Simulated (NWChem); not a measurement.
# C2H5F (SMILES CCF): levels of theory compared

Aim: a comparison of 4 runs (HF/STO-3G, HF/3-21G, B3LYP/6-31G*) of C2H5F. 

The calculation is run with NWChem 7.3.0.

69 further runs of the same task are left out: 69 set aside as unsound or not needed.

### 1 The system as given

The species is C2H5F (8 atoms), meant as a singlet with charge 0. SMILES: `CCF`. The C1–H5 distance was set to 1.637 Å, away from the relaxed value. At this shape a bond of the SMILES string is far longer than usual.

Bond lengths: C1–C2 1.504 Å, C2–F3 1.386 Å, C1–H4 1.093 Å, C1–H6 1.091 Å, C2–H7 1.094 Å, C2–H8 1.094 Å. Angles: C1–C2–F3 110.1°, C1–C2–H7 111.6°, C1–C2–H8 111.6°, F3–C2–H7 107.4°, F3–C2–H8 107.4°, C2–C1–H4 109.9°, C2–C1–H6 110.8°, H7–C2–H8 108.6°, H4–C1–H6 108.4°. A long bond or contact: C1–H5 1.637 Å.

### 2 A single-point energy at HF/STO-3G (run 1)

The input, m1.nw:

```
start m1
title "C2H5F"
memory stack 880 mb heap 220 mb global 1100 mb

geometry units au noautosym nocenter noautoz
 C  -1.24123448  0.66351497  0.34632066
 C   0.28963265 -1.53990569  1.28192406
 F   2.71774175 -0.76001572  1.87907752
 H  -3.15401526  0.04085021 -0.12233142
 H   0.03514891  1.88689154 -2.19283820
 H  -1.37086969  2.13013141  1.79082731
 H   0.45139321 -3.01842741 -0.15483471
 H  -0.53183129 -2.36552704  2.99080340
end

basis "ao basis" spherical bse
 C library STO-3G
 F library STO-3G
 H library STO-3G
end

scf
 singlet
 rhf
 thresh 1e-08
 maxiter 80
end

task scf energy
```

Run with:

```sh
$ nwchem m1.nw > m1.out
```

Output:

```text
[...]
  functions       =    20
[...]
  wavefunction    = RHF
[...]
         Total SCF energy =   -175.626868675794
      One-electron energy =   -397.464529295486
      Two-electron energy =    143.988192652874
 Nuclear repulsion energy =     77.849467966819
        Time for solution =      0.3s
[...]
```

It took 0.84 s on 1 thread of AMD EPYC 9R45 (Zen 5), shared host; peak memory 0.099 GiB.

### 3 A single-point energy at HF/3-21G (run 2)

The input, test.nw:

```
start test
title "C2H5F"
memory 2200 mb

geometry units angstrom noautosym nocenter noautoz
  C       -0.656833       0.351117       0.183265
  C        0.153267      -0.814883       0.678365
  F        1.438167      -0.402183       0.994365
  H       -1.669033       0.021617      -0.064735
  H        0.018600       0.998500      -1.160400
  H       -0.725433       1.127217       0.947665
  H        0.238867      -1.597283      -0.081935
  H       -0.281433      -1.251783       1.582665
end

basis spherical bse
  * library 3-21G
end

scf
  thresh 1e-08
  maxiter 80
  print medium
end

task scf energy
```

Run with:

```sh
$ nwchem test.nw > test.out
```

Output:

```text
[...]
  functions       =    37
[...]
  wavefunction    = RHF
[...]
         Total SCF energy =   -177.022382482695
      One-electron energy =   -397.653824349844
      Two-electron energy =    142.781968299773
 Nuclear repulsion energy =     77.849473567376
        Time for solution =      0.4s
[...]
```

Wall time 0.88 s (1 thread of AMD EPYC 9R45 (Zen 5), shared host); peak memory 0.099 GiB.

Run 3 isn't shown in full; the table further down has it.

### 4 The energy at B3LYP/6-31G(d) (Cartesian functions) (run 4)

The input, c2h5f.nw:

```
start c2h5f
title "C2H5F"
memory stack 880 mb heap 220 mb global 1100 mb
geometry units angstroms noautosym nocenter noautoz
C    -0.656833    0.351117    0.183265
C     0.153267   -0.814883    0.678365
F     1.438167   -0.402183    0.994365
H    -1.669033    0.021617   -0.064735
H     0.018600    0.998500   -1.160400
H    -0.725433    1.127217    0.947665
H     0.238867   -1.597283   -0.081935
H    -0.281433   -1.251783    1.582665
end
basis cartesian
* library 6-31G*
end
dft
xc b3lyp
grid xfine
convergence energy 1e-08
maxiter 100
mulliken
end
task dft energy
```

Run with:

```sh
$ nwchem c2h5f.nw > c2h5f.out
```

Output:

```text
[...]
          Wavefunction type:  closed shell.
          No. of atoms     :     8
          No. of electrons :    26
[...]
          Charge           :     0
          Spin multiplicity:     1
[...]
          AO basis - number of functions:    55
[...]
              XC Information
              --------------
                         B3LYP Method XC Potential
                     Hartree-Fock (Exact) Exchange  0.200
                        Slater Exchange Functional  0.800 local
                    Becke 1988 Exchange Functional  0.720 non-local
              Lee-Yang-Parr Correlation Functional  0.810
                  VWN I RPA Correlation Functional  0.190 local
[...]
 d= 0,ls=0.0,diis     1   -178.9256301927 -2.57D+02  1.81D-02  5.24D-01     1.1
[...]
 d= 0,ls=0.0,diis    10   -178.9821352322 -1.32D-09  3.83D-07  1.14D-09     9.1
         Total DFT energy =     -178.982135232183
      One electron energy =     -399.249267404176
           Coulomb energy =      165.491559111759
    Exchange-Corr. energy =      -23.073900507141
 Nuclear repulsion energy =       77.849473567376
[...]
      Total Density - Mulliken Population Analysis
     ---------------------------------------------
    Atom       Charge   Shell Charges
 -----------   ------   -------------------------------------------------------
    1 C    6     6.38   1.99  0.69  1.99  0.70  1.00  0.01
    2 C    6     5.94   1.99  0.70  2.01  0.52  0.66  0.05
    3 F    9     9.31   1.99  0.94  3.31  0.98  2.03  0.05
    4 H    1     0.84   0.53  0.32
    5 H    1     0.98   0.39  0.59
    6 H    1     0.83   0.53  0.30
    7 H    1     0.86   0.54  0.32
    8 H    1     0.86   0.54  0.33
[...]
```

It took 9.6 s on 1 thread of AMD EPYC 9R45 (Zen 5), shared host; peak memory 0.14 GiB.

### 5 The series

| run | level | iteration cap | module | energy (Eh) | dipole moment (D) | HOMO energy (eV) | LUMO energy (eV) | wall time |
| --- | --- | --- | --- | --- | --- | --- | --- | --- |
| 1 | HF/STO-3G | 80 | scf | -175.626869 | 1.30 | -9.86 | 8.68 | 0.84 s |
| 2 | HF/3-21G | 80 | scf | -177.022382 | 2.40 | -11.54 | 4.39 | 0.88 s |
| 3 | B3LYP/6-31G* (spherical functions) | 100 | dft | -178.979522 | 1.91 | -8.32 | -0.07 | 9.3 s |
| 4 | B3LYP/6-31G* (Cartesian functions) | 100 | dft | -178.982135 | 1.90 | -8.33 | -0.08 | 9.6 s |

### 6 Outcome

```
            quantity          value
 run 4: total energy  -178.98214 Eh
run 4: dipole moment         1.90 D
  run 4: HOMO energy       -8.33 eV
  run 4: LUMO energy       -0.08 eV
run 4: HOMO–LUMO gap        8.25 eV
```

In words: The dipole moment (its size) runs from 1.30 D (HF/STO-3G) to 2.40 D (HF/3-21G). The HOMO–LUMO gap runs from 8.25 eV (B3LYP/6-31G*) to 18.54 eV (HF/STO-3G). The two ends differ in method and basis. In run 1 the basis is minimal, so the values are rough. All runs together took 21 s, the longest 9.6 s.
